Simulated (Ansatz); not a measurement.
A calculation on GaS (P6₃/mmc, No. 194) returned lattice constant a 3.630 Å, lattice parameter c 17.667 Å, cohesive energy 3.50 eV/atom.

Q: Which level of theory produced these numbers?
A. PBE (Ansatz, a first-principles code)
B. PBEsol (Ansatz)
C. HSE06 (Ansatz)
D. LDA (Ansatz)

A: A, PBE (Ansatz)

The others give: LDA 3.536 Å, 15.240 Å, 4.32 eV/atom; HSE06 3.599 Å, 17.318 Å, 3.51 eV/atom; PBEsol 3.569 Å, 16.015 Å, 3.88 eV/atom.

Unless a cell is named, each level is at its own relaxed cell (HSE06 24.28, LDA 20.63, PBE 25.20, PBEsol 22.08 Å³/atom).

Caveats: LDA has no dispersion term either, though it tends to give short spacings of layers, chains or molecules (LDA); for a layered or molecular solid the relaxed cell lies over 5 % above the published volume, where the minimum can be shallow (PBE); the cell comes from a level without a dispersion term, which matters for the spacing of layers, chains or molecules (HSE06, PBEsol, PBE). Ansatz's density-functional and Hartree–Fock values are scalar-relativistic unless marked +SOC, with PAW data made under PBE.
